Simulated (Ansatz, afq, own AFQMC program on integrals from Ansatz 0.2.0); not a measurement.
**Where AFQMC and coupled cluster stand for CH2O⁺, doublet**

| atom | x (Å) | y (Å) | z (Å) |
| --- | --- | --- | --- |
| O | 0.0000 | 0.0000 | 0.5979 |
| C | 0.0000 | 0.0000 | -0.5975 |
| H | 0.0000 | -0.9400 | -1.1855 |
| H | 0.0000 | 0.9400 | -1.1855 |

Connectivity, by distances: O–CH2.

Basis cc-pVDZ. Noble-gas cores (and the filled d shells of Ga–Kr and In–Xe) are frozen. Ansatz 0.2.0 and our own AFQMC program on the same integrals; the CISD trial comes from CCSD amplitudes, and released means the phaseless constraint is let go. ± is one standard error of the sampling.

Determinant: UHF, the one that the program's search chose, which needn't be the lowest solution. The geometry is a PBE0/def2-TZVP stationary point of this or a neighbouring charge and spin state.

No full CI on the walks' own integrals is used here; CCSDT(Q) serves as the reference and is uncertain by about the last step of the cluster series.

Cautions: the released energies move by 1.5 errors or more from one time to the next, so no released level is given (meV from the phaseless value at times in 1/Eh: -4 ± 3 at 0.24, -4 ± 3 at 0.51, -6 ± 4 at 0.99, -10 ± 3 at 1.62, 3 ± 5 at 2.40).

The T1 diagnostic is 0.0389, the weight of the determinant in the CISD state is 0.874 and the ⟨S²⟩ of the determinant is 0.786. The size of the correlated space is 11 electrons in 36 orbitals.

| level | correlation energy (eV) |
| --- | --- |
| MP2 | -7.1076 |
| CCSD | -7.9724 |
| CCSD(T) | -8.2132 |

(1) Estimate where phaseless AFQMC with a CISD trial lies against CCSD(T) on the same integrals.

(1) 1.00 ± 0.12 kcal/mol below CCSD(T).

Reference: CCSDT(Q), correlation energy -8.264 eV.

```json
{"level": "CCSD(T)", "E − E(reference) (kcal/mol)": "1.17", "share of correlation (%)": "99.39"}
{"level": "CCSDT", "E − E(reference) (kcal/mol)": "0.53", "share of correlation (%)": "99.72"}
{"level": "ph-AFQMC/CISD", "E − E(reference) (kcal/mol)": "0.17 ± 0.12", "share of correlation (%)": "99.91"}
```

A walk keeps the symmetry of its determinant, which the program's search chose and which needn't be the lowest solution, so a lower state of the same spin and another symmetry isn't excluded.
